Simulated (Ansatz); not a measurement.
The input, for Ansatz 0.2.0:

```yaml
crystal:
  periodic: [false, false, false]
  atoms:
    - {symbol: P, position_ang: [0.000000, 0.000000, 0.000000]}
    - {symbol: P, position_ang: [0.000000, 0.000000, 1.614000]}
basis:
  gaussian: {orbitals: 6-31G}
magnetization: {spin_polarized: false, initial_magnetization: 2}
correlation: {method: fci, electrons: outside_noble_gas}
```

```sh
$ ansatz run in.yaml --threads 1 --pin off --events-out ev --progress --plain --max-ram 2393MiB
```

Output:

```
493 factors; integrals over basis functions are off by at most 4.3e-8 eV
mean field evaluation 1: about -18533.2286 eV, gradient 6.0e0 eV
mean field evaluation 2: about -18533.2386 eV, gradient 6.1e0 eV
mean field evaluation 4: about -18533.4534 eV, gradient 2.6e-1 eV
mean field evaluation 8: about -18533.4540 eV, gradient 2.2e-6 eV
mean field evaluation 16: about -18533.4658 eV, gradient 1.7e-2 eV
mean field evaluation 32: about -18533.4539 eV, gradient 3.8e-2 eV
mean field evaluation 64: about -18532.5271 eV, gradient 1.6e-6 eV
mean field evaluation 96: about -18532.9168 eV, gradient 2.7e0 eV
mean field evaluation 128: about -18533.2814 eV, gradient 4.1e-1 eV
mean field -18533.46579209 eV, -681.0923054251 hartree, gradient 2.2e-6 eV, S^2 2.000000; 18 other end points of the search recorded, 0 dependent functions left out
mean field evaluation 160: about -18533.2827 eV, gradient 5.1e0 eV
mean field evaluation 192: about -18532.5822 eV, gradient 5.0e-1 eV
mean field evaluation 224: about -18533.5269 eV, gradient 3.2e-1 eV
mean field evaluation 256: about -18533.4540 eV, gradient 5.5e-5 eV
determinant -18533.45395846 eV, -681.0918705473 hartree, with singles and doubles -18536.44901228 eV, -681.2019367447 hartree
determinant -18533.28008969 eV, -681.0854809877 hartree, with singles and doubles -18535.72927692 eV, -681.1754869581 hartree
determinant -18532.52706134 eV, -681.0578077062 hartree, with singles and doubles -18534.85744731 eV, -681.1434478112 hartree
10 core orbitals not correlated: weight in the atoms' cores, before any rotation towards them, 1.000 or more for the frozen orbitals, at most 0.000 for the correlated occupied ones
reference -18533.45395846 eV, -681.0918705473 hartree; 6, 4 occupied and 10, 12 virtual orbitals, 493 factors
state -18536.56075745 eV, -681.2060433041 hartree
Total energy: -18536.56075745 eV, -681.2060433041 hartree
```

Natural occupations: 1.9879 1.9669 1.9405 1.9231 1.0200 1.0132 0.0803 0.0203 0.0098 0.0093 0.0088 0.0061 0.0061 0.0051 0.0014 0.0013.

Ran on 1 thread of Arm Neoverse V1, shared host: 29 s wall, 0.3 GiB peak host memory.
